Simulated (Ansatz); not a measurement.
Results of r²SCAN+SOC (Ansatz, a first-principles code, PAW) for rutile PbO₂.

Run with plane-wave cutoff 560 eV, 12×12×16 k mesh (along the axes of the cell as run), Fermi–Dirac smearing 0.05 eV, PAW data made under PBE.

Response to compression and expansion:

Shape and atoms are relaxed at each volume.

```tsv
V (Å³/atom)	P (GPa)	direct gap at Γ (eV)	smallest gap on the k mesh (eV)	c (Å)
13.510	6.20	0.334	0.005	3.392
13.792	2.90	0.380	0.026	3.396
14.073	0.01	0.415	0.027	3.400
14.354	-2.50	0.437	0.006	3.403
14.636	-4.67	0.451	0.015	3.404
```

The fundamental gap (0.03 eV at the equilibrium volume, on the SCF mesh) lies elsewhere than Γ–Γ.

Note: the bulk modulus comes from volumes at which shape and atoms were relaxed.
